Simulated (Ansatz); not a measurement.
## Ansatz (development build ahead of 0.2.0) run

```yaml
crystal:
  periodic: [false, false, false]
  atoms:
    - { symbol: B, position_ang: [0.0, 0.0, 0.0] }
    - { symbol: B, position_ang: [0.0, 0.0, 1.84] }
basis:
  gaussian: { orbitals: def2-SVP }
magnetization:
  initial_magnetization: 2
hamiltonian:
  xc: hf
correlation:
  method: mp2
  frozen_orbitals: { B: 1 }
output:
  forces: true
```

The input is written out in the form of the current development build from the run's settings. Correlation on restricted open-shell orbitals is semicanonical, with singles.

Results

```
Converged                       : yes
Reference energy                : -49.05417 hartree
Correlation energy              : -0.09199 hartree
Total energy                    : -49.14617 hartree
Spin squared of the determinant : 2.000
Stability test                  : minimum among restricted orbitals
```

Forces (eV/Å):
```csv
atom,Fx,Fy,Fz
B1,0.000,0.000,1.089
B2,0.000,0.000,-1.089
```
